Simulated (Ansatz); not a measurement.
System: SnSe (Pnma, No. 62). Method: PBE0 (Ansatz, a quantum-chemistry and plane-wave program, PAW).

Run with plane-wave cutoff 460 eV, 2×6×6 k mesh (along the axes of the cell as run), Fermi–Dirac smearing 0.01 eV, scalar-relativistic PAW data made under PBE.

Cell (relaxed with PBEsol):

```cif
data_Se4Sn4
_chemical_formula_sum 'Sn4 Se4'
_space_group_name_H-M_alt 'Pnma'
_space_group_IT_number 62
_space_group_name_Hall '-P 2ac 2n'
_cell_length_a 11.42601
_cell_length_b 4.15141
_cell_length_c 4.36482
_cell_angle_alpha 90.000
_cell_angle_beta 90.000
_cell_angle_gamma 90.000
loop_
_atom_site_label
_atom_site_type_symbol
_atom_site_symmetry_multiplicity
_atom_site_Wyckoff_symbol
_atom_site_fract_x
_atom_site_fract_y
_atom_site_fract_z
_atom_site_occupancy
Sn1 Sn 4 c 0.11785 0.75000 0.09550 1
Se1 Se 4 c 0.14270 0.25000 0.52314 1
```

Q: Estimate the band gap, smallest direct gap on the k points sampled and direct gap at Γ that the calculation returns.

A: 
- band gap = 1.41 eV (on the SCF k mesh)
- smallest direct gap on the k points sampled = 1.51 eV
- direct gap at Γ = 2.31 eV

Measured, for comparison: band gap 0.91 eV (temperature not stated, no zero-point or thermal correction, compiled measured gap; kind and temperature not stated; as tabulated in Kothakonda et al. (2022), arXiv:2208.02841).

Note: the cell comes from a level without a dispersion term, which matters for the spacing of layers, chains or molecules; cell and atoms aren't relaxed at this level (largest force component 0.17 eV/Å, pressure 1.6 GPa).

Spin–orbit coupling is not included.

Static lattice: no zero-point or thermal effects.
